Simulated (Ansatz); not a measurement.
This geometry of C$_{2}$H$_{3}$ClO (7 atoms, charge 0, multiplicity 1) is a first-order saddle point.

Theory: RKS PBE-D4/def2-SVP in Ansatz 0.2.0.

```xyz
7
Properties=species:S:1:pos:R:3
C 0.117 0.381 0.867
C -0.100 -0.221 -0.365
O 0.643 -0.014 -1.425
Cl -1.388 -1.404 -0.891
H -0.785 0.955 1.178
H 0.265 -0.396 1.651
H 1.309 0.631 -1.061
```

**Question.** Which two structures does it join? (They come from a converged band through this point; their orientation in space is the band's.)

**Answer.** No bond is made or broken. The dihedral H6–C1–C2–Cl4 goes from 180 to 0°. The two ends are copies of one structure, up to a mirror image or an exchange of like atoms.

Image 0:

```xyz
7
Properties=species:S:1:pos:R:3
C -0.187 0.393 0.803
C -0.208 -0.175 -0.421
O 0.841 -0.643 -1.134
Cl -1.687 -0.398 -1.309
H -1.112 0.734 1.279
H 0.766 0.519 1.338
H 1.648 -0.499 -0.602
```

Image 10:

```xyz
7
Properties=species:S:1:pos:R:3
C -0.187 0.392 0.803
C -0.208 -0.175 -0.421
O 0.841 -0.640 -1.134
Cl -1.688 -0.401 -1.308
H 0.766 0.521 1.338
H -1.113 0.731 1.280
H 1.649 -0.497 -0.603
```

**Question.** How far does it lie above each of them?

**Answer.** 50.0 kcal/mol above the first and 50.0 kcal/mol above the second. This is the barrier of this one path; another mechanism may lie lower.

Run time: 2.1 min on 1 thread of Arm Neoverse V2 (shared host), peak memory 0.13 GiB.
